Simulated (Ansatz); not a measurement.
**NO2F (nitryl fluoride): levels of theory compared**

We compute a comparison of 6 runs (HF/STO-3G, UHF/STO-3G, CAM-B3LYP/STO-3G, r2SCAN/STO-3G, BCCD(T)/STO-3G, UCCSD(T)/STO-3G) of NO2F (nitryl fluoride). 

The results are computed with Ansatz 0.2.0.

58 further runs of the same task are left out: 10 that didn't finish, 48 set aside as unsound or not needed.

## 1. The system as given

NO2F: 4 atoms, total charge 0, spin state singlet. SMILES: `O=[N+]([O-])F`. The N2–O1 distance was set to 2.291 Å, away from the relaxed value. At this shape a bond of the SMILES string is far longer than usual.

Bond lengths: N2–O3 1.145 Å. A long bond or contact: N2–F4 1.545 Å.

## 2. The energy at HF/STO-3G (run 1)

Contents of input.yaml:

```yaml
crystal:
  periodic: [false, false, false]
  atoms:
    - {symbol: O, position_ang: [0.267767, 1.030119, 2.109262]}
    - {symbol: "N", position_ang: [0.109710, -0.098240, 0.122020]}
    - {symbol: O, position_ang: [0.475520, -1.064170, -0.373030]}
    - {symbol: F, position_ang: [-0.773970, 0.696460, -0.864650]}
basis:
  gaussian: {orbitals: STO-3G}
hamiltonian: {xc: hf}
accuracy: high
```

The run is started by

```sh
$ ansatz run input.yaml --threads 1 --pin off --max-ram 2610MiB --events-out events.jsonl --progress --plain --runs-dir runs
```

Standard output:

```text
Warning: RAYON_NUM_THREADS=1 ignored (pool sized by the plan → 1); use --threads N
Functional definition: HF
  name "HF"
  exchange = exact_x
  correlation = 0
350 factors; integrals over basis functions are off by at most 2.9e-8 eV
mean field evaluation 1: about -8120.7614 eV, gradient 6.1e1 eV
mean field evaluation 2: about -8120.8656 eV, gradient 6.1e1 eV
mean field evaluation 4: about -8124.0686 eV, gradient 5.2e1 eV
mean field evaluation 8: about -8140.6906 eV, gradient 3.9e-1 eV
mean field evaluation 16: about -8140.6742 eV, gradient 2.3e-8 eV
mean field evaluation 32: about -8140.3595 eV, gradient 6.7e-1 eV
mean field evaluation 64: about -8139.8726 eV, gradient 4.1e0 eV
mean field evaluation 96: about -8121.1003 eV, gradient 2.0e1 eV
mean field -8140.67423190 eV, -299.1642600753 hartree, gradient 2.9e-8 eV, S^2 0.000000; 3 other end points of the search recorded, 0 dependent functions left out
reference -8140.67423190 eV, -299.1642600753 hartree; 16, 16 occupied and 4, 4 virtual orbitals, 350 factors
Total energy: -8140.67423190 eV, -299.1642600753 hartree
```

It took 0.18 s on 1 thread of Arm Neoverse V1, shared host.

## 3. The energy at UHF/STO-3G (run 2)

Contents of run.yaml:

```yaml
crystal:
  periodic: [false, false, false]
  atoms:
    - {symbol: O, position_ang: [0.267767, 1.030119, 2.109262]}
    - {symbol: N, position_ang: [0.109710, -0.098240, 0.122020]}
    - {symbol: O, position_ang: [0.475520, -1.064170, -0.373030]}
    - {symbol: F, position_ang: [-0.773970, 0.696460, -0.864650]}
basis:
  gaussian: {orbitals: STO-3G}
magnetization: {spin_polarized: true, initial_magnetization: 0}
hamiltonian: {xc: hf}
accuracy: high
```

The run is started by

```sh
$ ansatz run run.yaml --threads 1 --pin off --max-ram 2610MiB --events-out events.jsonl --progress --plain --runs-dir runs
```

Standard output, shortened:

```text
Warning: RAYON_NUM_THREADS=1 ignored (pool sized by the plan → 1); use --threads N
[... 2 set-up lines as earlier in the session ...]
[...]
350 factors; integrals over basis functions are off by at most 2.9e-8 eV
[...]
mean field -8143.76566700 eV, -299.2778682195 hartree, gradient 1.4e-8 eV, S^2 2.126737; 15 other end points of the search recorded, 0 dependent functions left out
reference -8143.76566700 eV, -299.2778682195 hartree; 16, 16 occupied and 4, 4 virtual orbitals, 350 factors
Total energy: -8143.76566700 eV, -299.2778682195 hartree
```

It took 1.9 s on 1 thread of Arm Neoverse V1, shared host.

Runs 3 to 5 aren't shown in full; the table further down has their settings and results.

## 4. The energy at UCCSD(T)/STO-3G (run 6)

Contents of in.yaml:

```yaml
basis:
  gaussian:
    orbitals: STO-3G
crystal:
  periodic: [false, false, false]
  atoms:
    - {symbol: O, position_ang: [0.267767, 1.030119, 2.109262]}
    - {symbol: "N", position_ang: [0.109710, -0.098240, 0.122020]}
    - {symbol: O, position_ang: [0.475520, -1.064170, -0.373030]}
    - {symbol: F, position_ang: [-0.773970, 0.696460, -0.864650]}
magnetization:
  spin_polarized: true
  initial_magnetization: 0
correlation:
  method: ccsd_t
  frozen_orbitals: {F: 1, "N": 1, O: 1}
accuracy: high
scf:
  omitted_lower_state_checks: [cluster_reference, increment]
```

The run is started by

```sh
$ ansatz run in.yaml --threads 1 --pin off --max-ram 2610MiB --events-out events.jsonl --progress --plain --runs-dir runs
```

Standard output:

```text
Warning: RAYON_NUM_THREADS=1 ignored (pool sized by the plan → 1); use --threads N
[... 20 lines left out ...]
4 core orbitals not correlated: weight in the atoms' cores, before any rotation towards them, 1.000 or more for the frozen orbitals, at most 0.000 for the correlated occupied ones
[... 111 lines left out ...]
Total energy: -8147.24747357 eV, -299.4058222510 hartree
Checks for a lower state left out: cluster_reference, increment
```

Wall time 2.5 s (1 thread of Arm Neoverse V1, shared host).

## 5. Overview of the runs

```csv
run,level,frozen core orbitals,energy (Eh),wall time
1,HF/STO-3G,–,-299.164260,0.18 s
2,UHF/STO-3G,–,-299.277868,1.9 s
3,CAM-B3LYP/STO-3G,–,-300.298341,1.5 s
4,r2SCAN/STO-3G,–,-300.357098,3.6 s
5,BCCD(T)/STO-3G,4,-299.398469,0.68 s
6,UCCSD(T)/STO-3G,4,-299.405822,2.5 s
```

## 6. What came out

| quantity | value |
| --- | --- |
| run 6: total energy | -299.40582 Eh |
| run 6: correlation energy (4 core orbitals frozen) | -128.0 mEh |
| run 6: (T) correction | -2.82 mEh |
| run 6: ⟨S²⟩ of the reference determinant | 2.127 |
| run 6: T1 diagnostic | 0.029 |

In words: Below the UHF energy at the same shape and in the same basis (STO-3G): BCCD(T) -120.6 mEh; UCCSD(T) -128.0 mEh. Some of these start from another determinant than that one, so these aren't their correlation energies. Totals of different functionals can't be ranked against each other. In run 5 the log says that unrestricted orbitals would lower the reference, so the values rest on an unstable closed-shell determinant (other closed-shell runs at this shape may share the fault). In runs 1, 2, 3, 4, 5, 6 the basis is minimal, so the values are rough. Spin contamination of the reference: run 2 ⟨S²⟩ = 2.13, run 6 ⟨S²⟩ = 2.13. Where it is this large, the reference is a mixture of spin states, and values that rest on it are in doubt. All runs together took 10 s, the longest 3.6 s.
